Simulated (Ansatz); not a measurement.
# AlClH4Si, SMILES [SiH3][AlH][Cl]: an active-space calculation

With the Python package of Ansatz (0.2.0).

The cells in order, each with its output:

```python
import ansatz as az
from ase import Atoms
```

```python
atoms = Atoms(["Si", "Al", "Cl", "H", "H", "H", "H"], positions=[
    (-0.8147, 0.5307, -0.2887),
    (1.0204, -0.6058, 0.486),
    (1.7974, -2.2982, -0.6922),
    (-1.9266, -0.3376, -0.4245),
    (-0.5596, 1.1497, -1.6348),
    (-1.1999, 1.6654, 0.6445),
    (1.7442, -0.1722, 1.8641),
])
alclh4si = az.Crystal.molecule_from_ase(atoms)
```

```python
job = (
    alclh4si.calculation()
    .basis(gaussian="6-31G*")
    .correlation(active_electrons=4, active_orbitals=4)
)
for method in ["sc_nevpt2"]:
    data = (job if method is None else job.correlation(method)).run().report
    space = data["configurations"]
    state = space["states"][0]
    print(method or "casscf", f"total {data['free_energy_ev'] / 27.211386246:.6f} Ha, active-space state {state['energy']['hartree']:.6f} Ha, mean field {data['reference_energy_ev'] / 27.211386246:.6f} Ha")
    print("  determinants", state["n_determinants"], " natural occupations", [round(n, 3) for n in space["natural_occupations"]])
```

    sc_nevpt2 total -992.936206 Ha, active-space state -992.707090 Ha, mean field -992.678346 Ha
      determinants 36  natural occupations [1.979, 1.977, 0.023, 0.021]

Caveats:
- Total energies depend on the basis set; only differences at equal settings carry meaning.
- The geometry is a force-field or estimated start, not a minimum of this method, and the basis set is short of its limit. The active space starts as a window about the frontier orbitals and is then optimised, not chosen by chemistry.
- The whole script took 2.8 s on 1 thread of Intel(R) Xeon(R) Platinum 8488C (Sapphire Rapids), on a shared host, peak memory 0.22 GiB.
